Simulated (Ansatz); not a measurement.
`CC1=CC1F` and `CC1=CC1` differ in one atom or group.

Ansatz, PBE0-D4/def2-TZVP geometries, multiplicity 1. 

```
                                      property  `CC1=CC1F`
           LUMO energy (B3LYP/def2-TZVPP) / eV       -0.16
            HOMO energy (PBE0/def2-TZVPP) / eV       -7.98
           HOMO–LUMO gap (PBE/def2-TZVPP) / eV        5.60
             LUMO energy (PBE/def2-TZVPP) / eV       -0.98
size of the dipole moment (PBE/def2-TZVPP) / D        2.47
zero-point energy (PBE0-D4/def2-TZVP) / kJ/mol       203.2
```

Question: What does the change do to each property? (An estimate is asked.)

Answer: The calculation gave: 
```csv
property,`CC1=CC1`,shift
LUMO energy (B3LYP/def2-TZVPP) / eV,0.28,0.44
HOMO energy (PBE0/def2-TZVPP) / eV,-6.82,1.16
HOMO–LUMO gap (PBE/def2-TZVPP) / eV,5.15,-0.45
LUMO energy (PBE/def2-TZVPP) / eV,-0.54,0.44
size of the dipole moment (PBE/def2-TZVPP) / D,0.95,-1.52
zero-point energy (PBE0-D4/def2-TZVP) / kJ/mol,222.3,19.1
```

With PBE0 the HOMO rises by 1.16 eV and the LUMO rises by 0.45 eV, so the gap narrows by about 0.71 eV. PBE moves the HOMO by 0.89 eV and ωB97M-V by 1.16 eV. Dipoles are sizes alone; their direction can turn.

B3LYP here is the variant with VWN-RPA as its local correlation; programs differ in this.
